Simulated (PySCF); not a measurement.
PySCF input (TPSSh/def2-TZVPD):

```python
from pyscf import gto, scf, dft

mol = gto.M(
    atom='''
    C     0.00171763   -0.00263817    0.32505308
    F    -0.01708335    1.26042782   -0.06192073
    F     1.09904525   -0.61482395   -0.08303830
    F    -1.08310698   -0.64384509   -0.07174301
    ''',
    basis='def2-tzvpd',
    charge=0,
    spin=1,
    verbose=4,
)

mf = dft.UKS(mol, xc='tpssh').density_fit(auxbasis='def2-universal-jkfit')
mf.grids.level = 3
mf.conv_tol = 1e-9
mf.max_cycle = 100
mf.max_memory = 1500
mf.kernel()
if not mf.converged:
    mf = mf.newton()
    mf.kernel(mf.make_rdm1())
for _ in range(2):
    mo, _, stable, _ = mf.stability(return_status=True)
    if stable:
        break
    mf.kernel(mf.make_rdm1(mo, mf.mo_occ))
mf.analyze()
```

Output:

```
PySCF version 2.14.0

[INPUT] verbose = 4
[INPUT] num. atoms = 4
[INPUT] num. electrons = 33
[INPUT] charge = 0
[INPUT] spin (= nelec alpha-beta = 2S) = 1
[INPUT] symmetry False subgroup None
[INPUT] Mole.unit = angstrom
[INPUT] Symbol           X                Y                Z      unit          X                Y                Z       unit  Magmom
[INPUT]  1 C      0.001717630000  -0.002638170000   0.325053080000 AA    0.003245850283  -0.004985418770   0.614261297146 Bohr   0.0
[INPUT]  2 F     -0.017083350000   1.260427820000  -0.061920730000 AA   -0.032282852790   2.381863379583  -0.117013221133 Bohr   0.0
[INPUT]  3 F      1.099045250000  -0.614823950000  -0.083038300000 AA    2.076894521004  -1.161848880323  -0.156919644849 Bohr   0.0
[INPUT]  4 F     -1.083106980000  -0.643845090000  -0.071743010000 AA   -2.046775555805  -1.216690886746  -0.135574640252 Bohr   0.0

nuclear repulsion = 123.810023686407
number of shells = 55
number of NR pGTOs = 217
number of NR cGTOs = 157
basis = def2-tzvpd
ecp = {}

******** <class 'pyscf.df.df_jk.DFUKS'> ********
method = DFUKS
initial guess = minao
damping factor = 0
level_shift factor = 0
DIIS = <class 'pyscf.scf.diis.CDIIS'>
diis_start_cycle = 1
diis_space = 8
diis_damp = 0
SCF conv_tol = 1e-09
SCF conv_tol_grad = None
SCF max_cycles = 100
direct_scf = False
number electrons alpha = 17  beta = 16
XC library pyscf.dft.libxc version 7.1.2
    S. Lehtola, C. Steigemann, M. J. T. Oliveira, and M. A. L. Marques,  SoftwareX 7, 1–5 (2018)
XC functionals = tpssh
    V. N. Staroverov, G. E. Scuseria, J. Tao, and J. P. Perdew,  J. Chem. Phys. 119, 12129 (2003)
radial grids:
    Treutler-Ahlrichs [JCP 102, 346 (1995); DOI:10.1063/1.469408] (M4) radial grids

becke partition: Becke, JCP 88, 2547 (1988); DOI:10.1063/1.454033
pruning grids: <function nwchem_prune>
grids dens level: 3
symmetrized grids: False
atomic radii adjust function: <function treutler_atomic_radii_adjust>
small_rho_cutoff = 0
Set gradient conv threshold to 3.16228e-05
tot grids = 56904
******** <class 'pyscf.df.df.DF'> ********
auxbasis = def2-universal-jkfit
init E= -338.25791853063
  alpha nocc = 17  HOMO = -0.16594790579471  LUMO = 0.0129098632833156
  beta  nocc = 16  HOMO = -0.452564990512599  LUMO = -0.16594790579471

WARN: HOMO -0.16594790579471 >= LUMO -0.16594790579471

cycle= 1 E= -337.602077617713  delta_E= 0.656  |g|= 0.586  |ddm|= 1.18
[...]
  beta  nocc = 16  HOMO = -0.416366630551509  LUMO = -0.113627980164321
  HOMO = -0.264758640393  LUMO = -0.113627980164  gap/eV = 4.11247
Extra cycle  E= -337.711227225961  delta_E= 5.17e-12  |g|= 5.53e-06  |ddm|= 3.65e-06
converged SCF energy = -337.711227225961  <S^2> = 0.7519346  2S+1 = 2.0019337
uhf_internal: lowest eigs of H = [0.50964247 0.56549291 0.56554563]
<class 'pyscf.df.df_jk.DFUKS'> wavefunction is stable in the internal stability analysis
**** SCF Summaries ****
Total Energy =                        -337.711227225960840
Nuclear Repulsion Energy =             123.810023686406808
One-electron Energy =                 -714.392425086121989
Two-electron Energy =                  252.871174173754355
Two-electron Coulomb Energy =          289.663793666192248
DFT Exchange-Correlation Energy =      -36.792619492437900
HOMO-LUMO gap [eV] =                     4.112474734928398
**** MO energy ****
                             alpha | beta                alpha | beta
MO #1   energy= -24.6680934287475  | -24.6643964357237  occ= 1 | 1
MO #2   energy= -24.6680909197575  | -24.6643936876393  occ= 1 | 1
MO #3   energy= -24.6680850069251  | -24.66438691787    occ= 1 | 1
MO #4   energy= -10.373777411269   | -10.357116958115   occ= 1 | 1
MO #5   energy= -1.32110708538312  | -1.31263266825709  occ= 1 | 1
MO #6   energy= -1.23936258724076  | -1.23217329383993  occ= 1 | 1
MO #7   energy= -1.23935843529293  | -1.23216913500621  occ= 1 | 1
MO #8   energy= -0.702245769669641 | -0.685980411761999 occ= 1 | 1
MO #9   energy= -0.600275763164067 | -0.591958209221961 occ= 1 | 1
MO #10  energy= -0.600274656369913 | -0.591957261525026 occ= 1 | 1
MO #11  energy= -0.566293190589668 | -0.52834970866806  occ= 1 | 1
MO #12  energy= -0.475242870601907 | -0.467324286288541 occ= 1 | 1
MO #13  energy= -0.47524129503333  | -0.467322084268385 occ= 1 | 1
MO #14  energy= -0.444535833395775 | -0.436598567769502 occ= 1 | 1
MO #15  energy= -0.444535588229518 | -0.436597581684214 occ= 1 | 1
MO #16  energy= -0.41878122383233  | -0.416366630551509 occ= 1 | 1
MO #17  energy= -0.264758640392571 | -0.113627980164321 occ= 1 | 0
MO #18  energy= 0.0124146691375167 | 0.0221235644597293 occ= 0 | 0
MO #19  energy= 0.0503131445404618 | 0.0538505645555094 occ= 0 | 0
MO #20  energy= 0.0503133524040353 | 0.053850641846806  occ= 0 | 0
MO #21  energy= 0.0581490981347343 | 0.0693937924681036 occ= 0 | 0
MO #22  energy= 0.107893568044199  | 0.110054486602548  occ= 0 | 0
MO #23  energy= 0.107894361564631  | 0.110055607473437  occ= 0 | 0
MO #24  energy= 0.118020473149921  | 0.124436421663736  occ= 0 | 0
MO #25  energy= 0.118020601936573  | 0.124436821605301  occ= 0 | 0
MO #26  energy= 0.124397342426262  | 0.133325739038914  occ= 0 | 0
MO #27  energy= 0.151441173760166  | 0.163354658324316  occ= 0 | 0
MO #28  energy= 0.156441029087558  | 0.179718293438222  occ= 0 | 0
MO #29  energy= 0.156442068818879  | 0.179720028880321  occ= 0 | 0
MO #30  energy= 0.18669085173763   | 0.1878837791724    occ= 0 | 0
MO #31  energy= 0.237426403729351  | 0.244574151813676  occ= 0 | 0
MO #32  energy= 0.278251816067576  | 0.292475896261185  occ= 0 | 0
MO #33  energy= 0.278253445750265  | 0.292477645100806  occ= 0 | 0
MO #34  energy= 0.284377703054663  | 0.294661192333554  occ= 0 | 0
MO #35  energy= 0.305804496895927  | 0.30892718364748   occ= 0 | 0
MO #36  energy= 0.305807538120675  | 0.308930436332752  occ= 0 | 0
MO #37  energy= 0.325773224505612  | 0.345302580149221  occ= 0 | 0
MO #38  energy= 0.340920686014861  | 0.345589507533834  occ= 0 | 0
MO #39  energy= 0.340922685128428  | 0.345591450608692  occ= 0 | 0
MO #40  energy= 0.403639076673434  | 0.407790078852375  occ= 0 | 0
MO #41  energy= 0.403640157439022  | 0.407791727606415  occ= 0 | 0
MO #42  energy= 0.40666117669241   | 0.413843949254949  occ= 0 | 0
MO #43  energy= 0.492304172904849  | 0.497274226986132  occ= 0 | 0
MO #44  energy= 0.557062143146633  | 0.559586638700477  occ= 0 | 0
MO #45  energy= 0.557065281249649  | 0.559589230461266  occ= 0 | 0
MO #46  energy= 0.574724670672914  | 0.578179127367005  occ= 0 | 0
MO #47  energy= 0.574732229454644  | 0.578187015894121  occ= 0 | 0
MO #48  energy= 0.602100378862673  | 0.606518522865353  occ= 0 | 0
MO #49  energy= 0.602102802584098  | 0.606521705222524  occ= 0 | 0
MO #50  energy= 0.618340126469012  | 0.61893430389784   occ= 0 | 0
MO #51  energy= 0.637888072603902  | 0.643576614877705  occ= 0 | 0
MO #52  energy= 0.64311600445264   | 0.650180950975568  occ= 0 | 0
MO #53  energy= 0.682221101926301  | 0.685322373162171  occ= 0 | 0
MO #54  energy= 0.682225622167439  | 0.68532562676397   occ= 0 | 0
MO #55  energy= 0.768407374563421  | 0.772296018272151  occ= 0 | 0
MO #56  energy= 0.773115669064723  | 0.779420429836293  occ= 0 | 0
MO #57  energy= 0.773118397711014  | 0.779423795359717  occ= 0 | 0
MO #58  energy= 0.854212760122961  | 0.87478143734519   occ= 0 | 0
MO #59  energy= 0.878690077484529  | 0.888853198750468  occ= 0 | 0
MO #60  energy= 0.878700431048928  | 0.88886129834447   occ= 0 | 0
MO #61  energy= 0.971300159422481  | 0.975977178897071  occ= 0 | 0
MO #62  energy= 0.971303916572791  | 0.975980982959879  occ= 0 | 0
MO #63  energy= 0.99152075893793   | 0.995398142182818  occ= 0 | 0
MO #64  energy= 1.06231743954686   | 1.07007505464888   occ= 0 | 0
MO #65  energy= 1.06464071570456   | 1.07008126109013   occ= 0 | 0
MO #66  energy= 1.06464408927626   | 1.07949526363364   occ= 0 | 0
MO #67  energy= 1.14251594692791   | 1.16027597073432   occ= 0 | 0
MO #68  energy= 1.15455647666861   | 1.17259327655898   occ= 0 | 0
MO #69  energy= 1.15455884012214   | 1.17259521469762   occ= 0 | 0
MO #70  energy= 1.18633069053801   | 1.1867195046746    occ= 0 | 0
MO #71  energy= 1.22391912628414   | 1.23007060378419   occ= 0 | 0
MO #72  energy= 1.2239239532861    | 1.23007262349363   occ= 0 | 0
MO #73  energy= 1.34794652003046   | 1.35935941881184   occ= 0 | 0
MO #74  energy= 1.34795157305164   | 1.35936197593723   occ= 0 | 0
MO #75  energy= 1.5867410906231    | 1.6505239531515    occ= 0 | 0
MO #76  energy= 2.00235368260816   | 2.0119874839655    occ= 0 | 0
MO #77  energy= 2.01697239950057   | 2.02491498343638   occ= 0 | 0
MO #78  energy= 2.01698360277834   | 2.02492586774005   occ= 0 | 0
MO #79  energy= 2.06488146032656   | 2.06880488473432   occ= 0 | 0
MO #80  energy= 2.10048426246958   | 2.11315263760078   occ= 0 | 0
MO #81  energy= 2.10048675489935   | 2.11315613477163   occ= 0 | 0
MO #82  energy= 2.16473819955931   | 2.1851840365897    occ= 0 | 0
MO #83  energy= 2.18926615196086   | 2.1917011815924    occ= 0 | 0
MO #84  energy= 2.22574809770718   | 2.23816388269223   occ= 0 | 0
MO #85  energy= 2.22575010774956   | 2.23816470285548   occ= 0 | 0
MO #86  energy= 2.39300283492147   | 2.4074141053159    occ= 0 | 0
MO #87  energy= 2.3930057148098    | 2.40741549649446   occ= 0 | 0
MO #88  energy= 2.49317573323255   | 2.49836708661979   occ= 0 | 0
MO #89  energy= 2.54664603817074   | 2.56560621043392   occ= 0 | 0
MO #90  energy= 2.54665216030381   | 2.56561392083664   occ= 0 | 0
MO #91  energy= 2.69205310352351   | 2.70842658101369   occ= 0 | 0
MO #92  energy= 2.84462762262933   | 2.84996816553726   occ= 0 | 0
MO #93  energy= 2.84463620389154   | 2.84997614750923   occ= 0 | 0
MO #94  energy= 3.04027379334976   | 3.08853697824009   occ= 0 | 0
MO #95  energy= 3.09850493146125   | 3.1189787595973    occ= 0 | 0
MO #96  energy= 3.09852272405647   | 3.11899056731584   occ= 0 | 0
MO #97  energy= 3.12330944229466   | 3.14145807127817   occ= 0 | 0
MO #98  energy= 3.21110136458937   | 3.22613536446076   occ= 0 | 0
MO #99  energy= 3.21110448132699   | 3.22613729592012   occ= 0 | 0
MO #100 energy= 3.2399099605665    | 3.27695861742815   occ= 0 | 0
MO #101 energy= 3.23991320994137   | 3.27696546243684   occ= 0 | 0
MO #102 energy= 3.27707891268195   | 3.28231717030821   occ= 0 | 0
MO #103 energy= 3.46886997302837   | 3.49941478280654   occ= 0 | 0
MO #104 energy= 3.46888160754884   | 3.49942367585896   occ= 0 | 0
[...]
```

It need not be the lowest isomer of its formula.
